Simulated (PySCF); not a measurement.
## Telling isomers of C$_{5}$H$_{8}$O apart by NMR

- geometry: GFN2-xTB
- shielding tensors at PBE0/pcSseg-1 (GIAO)
- B3LYP/pcJ-1 coupling constants (spin–dipole term left out of most H,H and C,H couplings)
- code: PySCF
- non-relativistic, rapidly exchanging positions averaged, a single conformation, gas phase

Chemical shifts δ = σref − σ; TMS for ¹H (σref 31.72) and ¹³C (σref 186.93), all at this level. Multiplet labels drop J under 1 Hz and among equivalent protons, and merge close values. Unscaled 3J(H,H) run several per cent high. Where no couplings were computed, multiplicities follow the n + 1 count of equivalent neighbours, and m marks all less simple cases (inequivalent or close neighbours, rings, F or P nearby). Shifts are as computed. Against solution values, carbons near 30 ppm lie about +3 ppm off and those near 130 ppm about +5 ppm. Of 1211 compounds with measured shifts, 218 miss one by over three times the rms of a fit or turn the order of signals round; such compounds aren't used in these exercises.

(1) Tabulate the signals of `C1=COCCC1`, `C=C(C)C(C)=O` and their relative energies.

(2) What is the quickest way to tell C1=COCCC1 from C=C(C)C(C)=O?

## Answers

(1) 
```tsv
SMILES	carbon types	δC	δH	E rel. (kcal/mol)
C1=COCCC1	2×CH 3×CH2	152.3, 104.3, 68.1, 25.7, 24.2	6.55 (d, 1H), 4.83 (m, 1H), 4.12 (m, 2H), 2.10 (m, 2H), 1.70 (m, 2H)	1.7
C=C(C)C(C)=O	2×C 1×CH2 2×CH3	200.5, 146.7, 134.5, 30.4, 22.8	6.68 (quint, 1H), 5.70 (qd, 1H), 2.24 (s, 3H), 2.10 (t, 3H)	0.0
```

Energies are electronic energies at PBE0/pcSseg-1 on these geometries, without zero-point or thermal terms, each for the one conformer computed, which needn't be the lowest.

(2) Both give the same number of carbon signals, but DEPT or the intensities differ. The first has an alkene carbon bearing oxygen (CH) at 152.3 ppm, the second a ketone carbonyl carbon (C) at 200.5 ppm.
